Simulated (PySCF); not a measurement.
Si: electron affinity

Si⁻ [Ne] 3s2 3p3 (4S) → Si [Ne] 3s2 3p2 (3P), as a difference of total energies. Computed with PySCF 2.14 in dyall-acv3z (19s12p6d4f, 113 functions), with scalar relativity by spin-free X2C-1e. Correlated levels: valence: [Ne] frozen; virtual orbitals above 40 to 60 times the deepest correlated orbital energy dropped. The calculations carry no spin-orbit coupling.

```csv
method,electron affinity (eV),plus first-order spin-orbit estimate,error of that sum (eV)
UHF,0.840,0.824,-0.566
MP2 (valence),1.378,1.362,-0.028
SCS-MP2 (valence),1.196,1.180,-0.210
CCSD (valence),1.317,1.300,-0.090
CCSD(T) (valence),1.378,1.362,-0.028
```

Reference: 1.390 eV (measured; photodetachment measurements, as compiled on the Wikipedia data page of electron affinities).

A first-order spin-orbit estimate (lowest level to lowest level, LS coupling) adds -0.016 eV.

Errors of the correlated levels include the incompleteness of this basis and the frozen core.
